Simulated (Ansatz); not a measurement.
Born–Oppenheimer molecular dynamics of CH$_{7}$Al (9 atoms, charge 0, multiplicity 1). It starts at the highest image of a converged band, a first-order saddle point between two minima.

The calculation used RKS PBE-D4/6-31G* in Ansatz.

```
ensemble                      : NVE (velocity Verlet)
time step                     : 0.5 fs
steps asked                   : 200
starting velocities drawn for : 300 K
seed                          : 7040
```

First frame:

```xyz
9
Properties=species:S:1:pos:R:3
Al -0.044 -0.277 0.074
C -0.024 -0.067 2.224
H -0.988 -0.167 2.748
H 0.784 -0.487 2.846
H 0.189 1.018 2.149
H 1.427 -0.067 -0.497
H -1.463 0.189 -0.476
H -0.186 -1.968 0.531
H -0.123 -1.317 1.386
```

Problem. How far do the bonds stretch over the last three quarters of this one trajectory? (Pairs bonded in most of those frames.)

Solution. 
```tsv
bond	mean (Å)	spread (Å)	shortest	longest
Al1–C2	1.967	0.078	1.87	2.10
Al1–H6	1.624	0.035	1.56	1.69
Al1–H7	1.620	0.017	1.59	1.66
C2–H3	1.104	0.014	1.08	1.13
C2–H4	1.105	0.008	1.09	1.12
C2–H5	1.111	0.020	1.07	1.14
H8–H9	0.754	0.010	0.74	0.77
```

Mean temperature of the second half: 941 K. The conserved energy stayed within 0.089 meV per atom of its start (net change 0.069 meV per atom), so the integration is sound. The kinetic energy rose, since the run started high on the potential surface and went downhill. It ends in pieces (CH5Al + H2), so much of that is their flight and rotation, not heat. A run of 0.1 ps of so small a system gives no equilibrium averages. The orbitals stay closed-shell, which can raise the energy where a bond breaks towards radicals; this wasn't checked here.

The run took 4.3 min on 1 thread of Arm Neoverse V1 (shared host), peak memory 0.09 GiB.
